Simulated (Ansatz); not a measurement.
Cost and result for the atomization energy of ClHSSi (`S[Si]Cl`) (4 atoms, 3 bonds).

Charge 0, multiplicity 1. The structure was optimised at the PBE0-D4/def2-TZVP level. It is one conformer, not always the lowest. Program: Ansatz. All runs use 4 threads of an AMD EPYC 9R45 on a shared host. Times are those of one run each, without the atoms' runs, and a repeat can differ threefold. Electronic energies, without spin–orbit coupling; frozen cores. CCSD(T)/CBS extrapolates def2-TZVPP and def2-QZVPP, and its time is that of the two runs behind it. T1 = 0.014; the RHF reference is unstable towards UHF. B3LYP takes the VWN-RPA correlation (the form of Gaussian; ORCA's B3LYP/G).

CCSD(T)/CBS is a level of theory with its own doubt, some kJ/mol a heavy atom from the limit and from the frozen cores, so smaller differences don't rank the functionals.

```json
{"level": "CCSD(T)/def2-SVP", "functions": "59", "wall time": "0.2 s", "atomization (kJ/mol)": "1029.1", "difference from CCSD(T)/CBS": "-138.1", "per bond": "-46.0"}
{"level": "revPBE-D4/def2-TZVPP", "functions": "140", "wall time": "0.3 s", "atomization (kJ/mol)": "1164.2", "difference from CCSD(T)/CBS": "-3.0", "per bond": "-1.0"}
{"level": "BLYP-D4/def2-TZVPP", "functions": "140", "wall time": "0.3 s", "atomization (kJ/mol)": "1157.6", "difference from CCSD(T)/CBS": "-9.6", "per bond": "-3.2"}
{"level": "PBE-D4/def2-TZVPP (with forces)", "functions": "140", "wall time": "0.35 s", "atomization (kJ/mol)": "1193.9", "difference from CCSD(T)/CBS": "26.7", "per bond": "8.9"}
{"level": "BHLYP-D4/def2-TZVPP", "functions": "140", "wall time": "0.4 s", "atomization (kJ/mol)": "1110.6", "difference from CCSD(T)/CBS": "-56.6", "per bond": "-18.9"}
{"level": "B3LYP-D4/def2-TZVPP (with forces)", "functions": "140", "wall time": "0.45 s", "atomization (kJ/mol)": "1151.7", "difference from CCSD(T)/CBS": "-15.5", "per bond": "-5.2"}
{"level": "CAM-B3LYP-D4/def2-TZVPP", "functions": "140", "wall time": "0.45 s", "atomization (kJ/mol)": "1141.7", "difference from CCSD(T)/CBS": "-25.5", "per bond": "-8.5"}
{"level": "r2SCAN-D4/def2-TZVPP (with forces)", "functions": "140", "wall time": "0.65 s", "atomization (kJ/mol)": "1171.4", "difference from CCSD(T)/CBS": "4.2", "per bond": "1.4"}
{"level": "PBE-QIDH/def2-TZVPP", "functions": "140", "wall time": "0.65 s", "atomization (kJ/mol)": "1147.6", "difference from CCSD(T)/CBS": "-19.6", "per bond": "-6.6"}
{"level": "ωB97M-V/def2-TZVPP (with forces)", "functions": "140", "wall time": "1.2 s", "atomization (kJ/mol)": "1185.4", "difference from CCSD(T)/CBS": "18.2", "per bond": "6.1"}
{"level": "CCSD(T)/def2-TZVPP", "functions": "140", "wall time": "1.2 s", "atomization (kJ/mol)": "1112.5", "difference from CCSD(T)/CBS": "-54.7", "per bond": "-18.3"}
{"level": "CCSD(T)/def2-QZVPP", "functions": "240", "wall time": "6.5 s", "atomization (kJ/mol)": "1144.7", "difference from CCSD(T)/CBS": "-22.5", "per bond": "-7.5"}
{"level": "CCSD(T)/CBS(def2)", "functions": "–", "wall time": "7.7 s", "atomization (kJ/mol)": "1167.2", "difference from CCSD(T)/CBS": "0.0", "per bond": "0.0"}
```

From BLYP to BHLYP (50 % exact exchange), in def2-TZVPP and without D4, the atomization energy moves by −38.7 kJ/mol: exact exchange takes away binding that semilocal exchange gives to molecules. In def2-TZVPP, CCSD(T) changes the Hartree–Fock value by +320.4 kJ/mol (the triples alone add +31.0 kJ/mol) and MP2 by +350.0 kJ/mol; breaking electron pairs costs correlation energy, which Hartree–Fock lacks. The D4 term adds +19.8 kJ/mol with B3LYP and +10.0 kJ/mol with PBE0; it sums over pairs of atoms, weighted by their polarisabilities, and B3LYP, whose exchange is more repulsive, gets the larger term.
